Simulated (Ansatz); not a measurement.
Geometry optimisation, RKS BLYP-D4/def2-mTZVP (Ansatz).

The input (input.yaml):

```yaml
crystal:
  periodic: [false, false, false]
  atoms:
    - { symbol: Al, position_ang: [0.046133, -1.488337, 0.624541] }
    - { symbol: "N", position_ang: [-0.612113, 1.561372, -0.106454] }
    - { symbol: H, position_ang: [-1.43861, -1.979145, 0.395006] }
    - { symbol: H, position_ang: [0.870497, -1.587159, 1.979801] }
    - { symbol: H, position_ang: [-0.048633, 1.084613, -0.816999] }
    - { symbol: O, position_ang: [0.899273, -0.979742, -0.90552] }
    - { symbol: H, position_ang: [-0.099872, 2.392599, 0.200143] }
    - { symbol: H, position_ang: [-1.48218, 1.873416, -0.545291] }
    - { symbol: H, position_ang: [1.865504, -0.877716, -0.825227] }
basis:
  gaussian: { orbitals: def2-mTZVP }
hamiltonian:
  xc: blyp
  dispersion: d4
relax:
  f_tol: 0.03
  max_steps: 50
```

Launched with:

```bash
$ ansatz run input.yaml --threads 2 --pin off --max-ram 3072MiB --backend cpu --events-out ev --progress --plain --runs-dir out
```

Problem. Where does it end, and by what steps?

Solution. The forces met the threshold. The force dipped under the threshold on the way, but the program's further checks kept it going. After 21 steps the energy has fallen by 0.870 eV; H8 moved furthest, 0.91 Å. Joined: Al1–N2.

```tsv
step	energy less start (eV)	largest force component (eV/Å)	accepted
0	0.0000	1.267	yes
1	-0.1942	0.927	yes
2	-0.4705	0.526	yes
3	-0.7021	0.648	yes
4	-0.7940	0.787	yes
5	-0.8449	0.565	yes
6	-0.8235	0.451	no
7	-0.8648	0.099	yes
8	-0.8658	0.096	yes
9	-0.8677	0.054	yes
10	-0.8676	0.163	no
11	-0.8640	0.159	no
12	-0.8682	0.005	yes
13	-0.8686	0.060	yes
14	-0.8688	0.052	yes
15	-0.8691	0.049	yes
16	-0.8694	0.051	yes
17	-0.8696	0.066	yes
18	-0.8698	0.063	yes
19	-0.8697	0.111	no
20	-0.8700	0.021	yes
21	-0.8701	0.026	yes
```

```xyz
9
Properties=species:S:1:pos:R:3
Al -0.035 -0.875 0.348
N -0.512 1.112 -0.064
H -1.452 -1.556 0.040
H 0.502 -0.806 1.861
H -0.457 1.225 -1.083
O 1.160 -1.001 -0.936
H 0.167 1.764 0.345
H -1.448 1.406 0.235
H 2.074 -1.269 -0.744
```

Time of the run: 28 s on 2 threads of Arm Neoverse V1 (shared host), peak memory 0.14 GiB.
